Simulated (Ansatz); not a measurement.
The input, for Ansatz 0.2.0:

```yaml
crystal:
  periodic: [false, false, false]
  atoms:
    - {symbol: Al, position_ang: [-0.994069, 0.022483, 0.000000]}
    - {symbol: H, position_ang: [-1.786992, 1.395868, 0.000000]}
    - {symbol: H, position_ang: [-1.786993, -1.350901, 0.000000]}
    - {symbol: H, position_ang: [0.480931, 0.022483, 0.000000]}
    - {symbol: N, position_ang: [1.975931, 0.022483, 0.000000]}
    - {symbol: H, position_ang: [2.245013, -0.981743, 0.000000]}
basis:
  gaussian: {orbitals: cc-pVDZ}
magnetization: {spin_polarized: true, initial_magnetization: 2}
correlation: {method: ccsd_t, electrons: outside_noble_gas}
```

```sh
$ ansatz run in.yaml --threads 1 --pin off --events-out ev --progress --plain --max-ram 2393MiB
```

The program prints:

```
492 factors; integrals over basis functions are off by at most 1.4e-3 eV
mean field evaluation 1: about -8122.1788 eV, gradient 1.2e1 eV
mean field evaluation 2: about -8122.2143 eV, gradient 1.3e1 eV
mean field evaluation 4: about -8123.8311 eV, gradient 2.5e0 eV
mean field evaluation 8: about -8123.9588 eV, gradient 1.6e-1 eV
mean field evaluation 16: about -8123.5156 eV, gradient 5.5e0 eV
mean field evaluation 32: about -8117.2990 eV, gradient 1.0e-3 eV
mean field evaluation 64: about -8117.1782 eV, gradient 1.8e1 eV
mean field evaluation 96: about -8120.5777 eV, gradient 4.3e-2 eV
mean field evaluation 128: about -8120.5777 eV, gradient 1.8e-4 eV
mean field -8123.95969405 eV, -298.5500121388 hartree, gradient 3.0e-6 eV, S^2 2.024371; 4 other end points of the search recorded, 0 dependent functions left out
determinant -8123.95969405 eV, -298.5500121388 hartree, with singles and doubles -8130.45619404 eV, -298.7887541097 hartree
determinant -8120.57774822 eV, -298.4257279216 hartree, with singles and doubles -8127.21924861 eV, -298.6697985594 hartree
determinant -8120.53095033 eV, -298.4240081311 hartree, with singles and doubles -8127.39405373 eV, -298.6762225290 hartree
6 core orbitals not correlated: weight in the atoms' cores, before any rotation towards them, 1.000 or more for the frozen orbitals, at most 0.000 for the correlated occupied ones
reference -8123.95969405 eV, -298.5500121388 hartree; 7, 5 occupied and 39, 41 virtual orbitals, 492 factors
second order -5.30917064 eV of doubles, -0.00000000 eV of singles
cycle   1  -6.49651187 eV  change   -1.2e-5 eV  update   9.0e-4
cycle   2  -6.49688540 eV  change   -3.7e-4 eV  update   6.2e-4
cycle   3  -6.49698962 eV  change   -1.0e-4 eV  update   3.0e-4
cycle   4  -6.49702388 eV  change   -3.4e-5 eV  update   1.3e-4
cycle   5  -6.49713570 eV  change   -1.1e-4 eV  update   4.9e-5
cycle   6  -6.49720369 eV  change   -6.8e-5 eV  update   2.4e-5
cycle   7  -6.49719587 eV  change    7.8e-6 eV  update   1.2e-5
cycle   8  -6.49717214 eV  change    2.4e-5 eV  update   5.3e-6
cycle   9  -6.49716863 eV  change    3.5e-6 eV  update   1.3e-6
perturbative correction -0.11289580 eV, -0.0041488441 hartree
Total energy: -8130.56975848 eV, -298.7929275260 hartree
```

For the same geometry and basis UCCSDT(Q) lies 32.3 meV lower.

Ran on 1 thread of Arm Neoverse V2, shared host: 3 s wall, 0.17 GiB peak host memory.
